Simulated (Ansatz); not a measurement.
# BHSCl (SMILES S[B]Cl): UCCSDT(Q)/STO-3G

Aim: the vertical doublet–quartet gap of BHSCl at UCCSDT(Q)/STO-3G, from 2 runs. 

Program for the calculation: Ansatz 0.2.0.

75 further runs of the same task are left out: 2 that didn't finish, 73 set aside as unsound or not needed.

## Step 1: The molecule

The species is BHSCl (4 atoms), meant as a doublet with charge 0. SMILES: `S[B]Cl`. Geometry: relaxed at PBE0-D4/def2-TZVP.

Bond lengths: S1–B2 1.766 Å, B2–Cl3 1.722 Å, S1–H4 1.344 Å. Angles: S1–B2–Cl3 124.8°, B2–S1–H4 96.3°.

## Step 2: A single-point energy at UCCSDT(Q)/STO-3G

File in.yaml:

```yaml
basis:
  gaussian:
    orbitals: STO-3G
crystal:
  periodic: [false, false, false]
  atoms:
    - {symbol: S, position_ang: [0.566400, -0.789100, 0.531400]}
    - {symbol: B, position_ang: [-0.299600, 0.475700, -0.345800]}
    - {symbol: Cl, position_ang: [-2.014100, 0.616000, -0.427300]}
    - {symbol: H, position_ang: [1.802900, -0.362900, 0.221400]}
magnetization:
  spin_polarized: true
  initial_magnetization: 1
correlation:
  method: ccsdt_q
  frozen_orbitals: {B: 1, Cl: 5, H: 0, S: 5}
accuracy: high
scf:
  omitted_lower_state_checks: [cluster_reference, increment]
```

The run is started by

```sh
$ ansatz run in.yaml --threads 1 --pin off --max-ram 2610MiB --events-out events.jsonl --progress --plain --runs-dir runs
```

What it wrote, cut to the lines that bear on the results:

```text
Warning: RAYON_NUM_THREADS=1 ignored (pool sized by the plan → 1); use --threads N
Functional definition: HF
  name "HF"
[...]
427 factors; integrals over basis functions are off by at most 1.9e-8 eV
[...]
mean field -23747.48386699 eV, -872.7039354891 hartree, gradient 2.4e-8 eV, S^2 0.757379; 0 other end points of the search recorded, 0 dependent functions left out
11 core orbitals not correlated: weight in the atoms' cores, before any rotation towards them, 1.000 or more for the frozen orbitals, at most 0.000 for the correlated occupied ones
reference -23747.48386699 eV, -872.7039354891 hartree; 9, 8 occupied and 4, 5 virtual orbitals, 427 factors
second order -1.66392111 eV of doubles, -0.00000000 eV of singles
cycle   1  -1.93581282 eV  change   -2.7e-1 eV  update   8.2e-2
[...]
cycle  28  -2.28734830 eV  change   3.9e-10 eV  update   1.1e-9
perturbative correction 0.00234094 eV, 0.0000860279 hartree
Total energy: -23749.76887435 eV, -872.7879079609 hartree
Checks for a lower state left out: cluster_reference, increment
```

Run time: 1.6 s. Hardware: 1 thread of Arm Neoverse V1, shared host; peak memory 0.11 GiB.

## Step 3: The quartet, same level

File job.yaml:

```yaml
basis:
  gaussian:
    orbitals: STO-3G
crystal:
  periodic: [false, false, false]
  atoms:
    - {symbol: S, position_ang: [0.566400, -0.789100, 0.531400]}
    - {symbol: B, position_ang: [-0.299600, 0.475700, -0.345800]}
    - {symbol: Cl, position_ang: [-2.014100, 0.616000, -0.427300]}
    - {symbol: H, position_ang: [1.802900, -0.362900, 0.221400]}
magnetization:
  spin_polarized: true
  initial_magnetization: 3
correlation:
  method: ccsdt_q
  frozen_orbitals: {B: 1, Cl: 5, H: 0, S: 5}
accuracy: high
scf:
  omitted_lower_state_checks: [cluster_reference, increment]
```

The run is started by

```sh
$ ansatz run job.yaml --threads 1 --pin off --max-ram 2610MiB --events-out events.jsonl --progress --plain --runs-dir runs
```

What it wrote, cut to the lines that bear on the results:

```text
Warning: RAYON_NUM_THREADS=1 ignored (pool sized by the plan → 1); use --threads N
Functional definition: HF
  name "HF"
[...]
427 factors; integrals over basis functions are off by at most 1.9e-8 eV
[...]
mean field -23742.79623070 eV, -872.5316680331 hartree, gradient 7.8e-8 eV, S^2 3.758433; 0 other end points of the search recorded, 0 dependent functions left out
11 core orbitals not correlated: weight in the atoms' cores, before any rotation towards them, 1.000 or more for the frozen orbitals, at most 0.000 for the correlated occupied ones
reference -23742.79623070 eV, -872.5316680331 hartree; 10, 7 occupied and 3, 6 virtual orbitals, 427 factors
second order -0.97491659 eV of doubles, -0.00000000 eV of singles
cycle   1  -1.23570238 eV  change   -2.6e-1 eV  update   5.1e-2
[...]
cycle  32  -1.45308149 eV  change   4.3e-10 eV  update  7.6e-10
perturbative correction 0.00036485 eV, 0.0000134081 hartree
Total energy: -23744.24894734 eV, -872.5850543848 hartree
Checks for a lower state left out: cluster_reference, increment
```

It took 1.6 s on 1 thread of Arm Neoverse V1, shared host; peak memory 0.1 GiB.

## Step 4: What came out

At UCCSDT(Q)/STO-3G, 11 core orbitals frozen:

| quantity | value |
| --- | --- |
| doublet: total energy | -872.78791 Eh |
| doublet: correlation energy (11 core orbitals frozen) | -84.0 mEh |
| doublet: ⟨S²⟩ of the reference determinant | 0.757 |
| doublet: T1 diagnostic | 0.017 |
| quartet: total energy | -872.58505 Eh |
| quartet: correlation energy (11 core orbitals frozen) | -53.4 mEh |
| quartet: ⟨S²⟩ of the reference determinant | 3.758 |
| quartet: T1 diagnostic | 0.011 |
| vertical energy of the quartet above the doublet | 5.520 eV |

What this shows: At this shape the quartet lies 5.52 eV (127 kcal/mol) above the doublet. In a minimal basis such a difference can be off by several eV, whatever the method.
